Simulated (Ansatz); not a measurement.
Ideal-gas functions of `N=S=O` at 500 K and 1 bar, from an Ansatz frequency run at PBE0-D4/def2-TZVP.

Molar mass 63.08 g/mol, point group Cs (symmetry number 1), electronic degeneracy 1, moments of inertia 10.305, 50.699, 61.003 u Å². Harmonic wavenumbers (cm⁻¹, unscaled): 462, 792, 932, 1156, 1321, 3497.

Use S(trans) = R[1.5 ln M + 2.5 ln T − 1.1517]; rotational temperatures θ = 24.2544 K / I; S(rot) = R[ln(√π/σ · √(T³/θAθBθC)) + 1.5]; for each mode x = 1.438777 ν̃/T, S = R[x/(eˣ − 1) − ln(1 − e⁻ˣ)] and H = RT x/(eˣ − 1); 1 cm⁻¹ = 0.0119627 kJ/mol; R = 8.31446 J/(mol·K).

By hand: the entropy, in J/(mol·K).

Translation 171.3. Rotation: θ = 2.3537, 0.4784, 0.3976 K, giving 98.1. Vibration, mode by mode: 6.53, 3.06, 2.23, 1.33, 0.91, 0.00, in all 14.1. Electronic 0.0. Sum 283.5 J/(mol·K).

By hand: H − E and G − E in kJ/mol, counted from the electronic energy.

Zero-point energy ½ × 8160 × 0.0119627 = 48.8; thermal vibration 4.8; translation, rotation and pV give 4 RT = 16.6. H − E = 70.2 kJ/mol, and G − E = 70.2 − 500 × 283.5/1000 = -71.5 kJ/mol.

Vibration gives 5 % of the entropy. The sum counts one conformer and one mirror image; others add a mixing term.
